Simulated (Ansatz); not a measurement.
Process, species as SMILES: CSC + H+ → C[SH+]C
B3LYP-D3(BJ)/def2-TZVP geometries, fixed; electronic energies without zero-point terms; positive where energy is released.
Largest species:
```xyz
10

C     -0.0842     1.4274    -0.5119
S      0.1772    -0.0007     0.5718
C     -0.0997    -1.4270    -0.5104
H     -0.0902     2.3104     0.1250
H      0.7717     1.4645    -1.1836
H     -1.0160     1.3249    -1.0616
H     -0.1153    -2.3091     0.1275
H     -1.0303    -1.3149    -1.0601
H      0.7557    -1.4741    -1.1820
H     -1.0072     0.0061     1.2198
```
Charge +1, spin multiplicity 1.

Basis-set convergence of the proton affinity at PBE with Ansatz (a first-principles code). Cartesian d functions, on some or all atoms, in 6-311+G**; all else is spherical. No added dispersion term, no relativity. Functions are those of the species that has most. Reference: the value in pcseg-4, 204.88 kcal/mol, itself unsure by roughly 0.06 kcal/mol (its mean distance from aug-pcseg-3, aug-cc-pV(Q+d)Z, cc-pV(5+d)Z). Deviations are taken from unrounded values.

| basis | functions | proton affinity (kcal/mol) | minus reference (kcal/mol) |
|---|---|---|---|
| pcseg-1 | 81 | 200.32 | -4.56 |
| 6-311+G** | 117 | 201.72 | -3.16 |
| aug-cc-pV(D+d)Z | 141 | 203.58 | -1.30 |
| def2-TZVPP | 202 | 205.03 | 0.15 |
| 6-311++G(3df,3pd) | 251 | 204.49 | -0.39 |
| aug-pcseg-2 | 303 | 204.31 | -0.57 |
| def2-QZVPP | 394 | 204.88 | 0.00 |
| pcseg-3 | 415 | 204.87 | -0.01 |
| pcseg-4 | 734 | 204.88 | 0.00 |

The smallest set listed that lies within 1 kcal/mol of the reference with all its larger relatives (same family, alike in diffuse functions; a set with none counts only in the reference's own line) is def2-TZVPP (202 functions, 0.15 kcal/mol off). Inside, with no larger relative to test it: 6-311++G(3df,3pd). (Relatives not listed, tested too: def2-QZVP 0.00, aug-pcseg-3 -0.03 kcal/mol.)
